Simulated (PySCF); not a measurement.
C4H5, charge -1, singlet, geometry from GFN2-xTB; MP2/6-31G (PySCF).

PySCF was given this input:
```python
from pyscf import gto, scf, mp

mol = gto.Mole()
mol.atom = '''
    C     0.01838829    1.09261235    0.31793151
    C     0.04322136   -1.09887314    0.29296768
    C     0.86364242    0.01454600   -0.41782223
    C    -0.64697488   -0.00242694   -0.43053395
    H    -0.11541859    1.12684033    1.41520083
    H    -0.00676947    2.10157076   -0.11435886
    H    -0.08949244   -1.16110732    1.38913817
    H     0.04081885   -2.09803459   -0.16219775
    H    -1.49880154   -0.00441880   -1.10304047
'''
mol.basis = '6-31g'
mol.charge = -1
mol.verbose = 4
mol.build()

mf = scf.RHF(mol)
mf.kernel()

pt = mp.MP2(mf)
pt.kernel()
print('E(MP2) = %.10f' % pt.e_tot)
```

What the program printed (banner, timings and long lists left out):

```
PySCF version 2.14.0

[INPUT] verbose = 4
[INPUT] num. atoms = 9
[INPUT] num. electrons = 30
[INPUT] charge = -1
[INPUT] spin (= nelec alpha-beta = 2S) = 0
[INPUT] symmetry False subgroup None
[INPUT] Mole.unit = angstrom
[INPUT] Symbol           X                Y                Z      unit          X                Y                Z       unit  Magmom
[INPUT]  1 C      0.018388290000   1.092612350000   0.317931510000 AA    0.034748831999   2.064738101817   0.600803480269 Bohr   0.0
[INPUT]  2 C      0.043221360000  -1.098873140000   0.292967680000 AA    0.081676533131  -2.076569280241   0.553628678549 Bohr   0.0
[INPUT]  3 C      0.863642420000   0.014546000000  -0.417822230000 AA    1.632047643357   0.027487956208  -0.789569583455 Bohr   0.0
[INPUT]  4 C     -0.646974880000  -0.002426940000  -0.430533950000 AA   -1.222605332673  -0.004586251921  -0.813591252827 Bohr   0.0
[INPUT]  5 H     -0.115418590000   1.126840330000   1.415200830000 AA   -0.218109524783   2.129419609815   2.674341979957 Bohr   0.0
[INPUT]  6 H     -0.006769470000   2.101570760000  -0.114358860000 AA   -0.012792444308   3.971393167794  -0.216106925317 Bohr   0.0
[INPUT]  7 H     -0.089492440000  -1.161107320000   1.389138170000 AA   -0.169116201819  -2.194174836028   2.625090690480 Bohr   0.0
[INPUT]  8 H      0.040818850000  -2.098034590000  -0.162197750000 AA    0.077136447220  -3.964710774964  -0.306509325521 Bohr   0.0
[INPUT]  9 H     -1.498801540000  -0.004418800000  -1.103040470000 AA   -2.832324425676  -0.008350321799  -2.084444392612 Bohr   0.0

nuclear repulsion = 107.578612424548
number of shells = 30
number of NR pGTOs = 108
number of NR cGTOs = 46
basis = 6-31g
ecp = {}

******** <class 'pyscf.scf.hf.RHF'> ********
method = RHF
initial guess = minao
damping factor = 0
level_shift factor = 0
DIIS = <class 'pyscf.scf.diis.CDIIS'>
diis_start_cycle = 1
diis_space = 8
diis_damp = 0
SCF conv_tol = 1e-09
SCF conv_tol_grad = None
SCF max_cycles = 50
direct_scf = True
direct_scf_tol = 1e-13
Set gradient conv threshold to 3.16228e-05
Initial guess from minao.
init E= -155.243976700789
  HOMO = -0.172105857624994  LUMO = 0.193283103423967  gap/eV = 9.94274
cycle= 1 E= -154.054450985102  delta_E= 1.19  |g|= 0.343  |ddm|= 2.94
  HOMO = 0.0114823114523301  LUMO = 0.449921617745951  gap/eV = 11.93054
cycle= 2 E= -154.094580263761  delta_E= -0.0401  |g|= 0.146  |ddm|= 0.798
  HOMO = -0.0562329434631947  LUMO = 0.454246377852623  gap/eV = 13.89085
cycle= 3 E= -154.101139670337  delta_E= -0.00656  |g|= 0.0411  |ddm|= 0.323
  HOMO = -0.053048879370444  LUMO = 0.455557002457988  gap/eV = 13.83987
cycle= 4 E= -154.102011624433  delta_E= -0.000872  |g|= 0.00841  |ddm|= 0.127
  HOMO = -0.0526348653168567  LUMO = 0.455966166797366  gap/eV = 13.83974
cycle= 5 E= -154.102063012971  delta_E= -5.14e-05  |g|= 0.00342  |ddm|= 0.0415
  HOMO = -0.0534392809834703  LUMO = 0.455684250625344  gap/eV = 13.85396
cycle= 6 E= -154.102072276319  delta_E= -9.26e-06  |g|= 0.000982  |ddm|= 0.0179
  HOMO = -0.0535901710055406  LUMO = 0.455722002850222  gap/eV = 13.85909
cycle= 7 E= -154.102073139803  delta_E= -8.63e-07  |g|= 0.000178  |ddm|= 0.00611
  HOMO = -0.0535965644193976  LUMO = 0.455724410163968  gap/eV = 13.85933
cycle= 8 E= -154.102073166781  delta_E= -2.7e-08  |g|= 7.82e-05  |ddm|= 0.000712
  HOMO = -0.0536009758912241  LUMO = 0.455718028810999  gap/eV = 13.85928
cycle= 9 E= -154.102073170709  delta_E= -3.93e-09  |g|= 2.25e-05  |ddm|= 0.000273
  HOMO = -0.0536007854760627  LUMO = 0.45571874863401  gap/eV = 13.85929
cycle= 10 E= -154.102073171213  delta_E= -5.04e-10  |g|= 4.54e-06  |ddm|= 0.00013
  HOMO = -0.0536006772880686  LUMO = 0.455718923128051  gap/eV = 13.85929
Extra cycle  E= -154.102073171229  delta_E= -1.64e-11  |g|= 2.17e-06  |ddm|= 1.9e-05
converged SCF energy = -154.102073171229

******** <class 'pyscf.mp.mp2.RMP2'> ********
nocc = 15, nmo = 46
E(RMP2) = -154.467588847936  E_corr = -0.365515676706767
E(SCS-RMP2) = -154.466752859268  E_corr = -0.364679688038848
E_corr(same-spin) = -0.0853143738568519
E_corr(oppo-spin) = -0.280201302849915
E(MP2) = -154.4675888479
```
